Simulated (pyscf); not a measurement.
PySCF, gas phase, ωB97X-D3(BJ)/def2-SVP geometries.

Task: List the bond dissociation enthalpies at 298 K of `[CH3][C][CH2][CH3]` [singlet] from ωB97M-D3(BJ)/def2-TZVP, from the weakest bond up.

Result: C–C to H₂C=C•–CH₃ + CH₃•: 1.38 eV; C–H to H₃C–C•=CH–CH₃ + H•: 1.84 eV; C–H to H₂C=C•–CH₂–CH₃ + H•: 1.90 eV. Ring and multiple bonds, and those that leave no two simple radicals, are not listed. The radicals are drawn with the spin at the cut bond; how far it spreads was not checked. H₃C–C:–CH₂–CH₃ [singlet] lies 3.02 eV over its isomer H₂C=C(CH₃)–CH₃, and others may lie lower still (electronic energy, ωB97M-D3(BJ)). H₂C=C•–CH₂–CH₃ lies 1.02 eV over its isomer •H₂C–CH=CH–CH₃, and others may lie lower still (electronic energy, ωB97M-D3(BJ)). A restricted singlet here is unstable towards spin polarisation, as is usual where a triplet lies low; its energy is less safe.
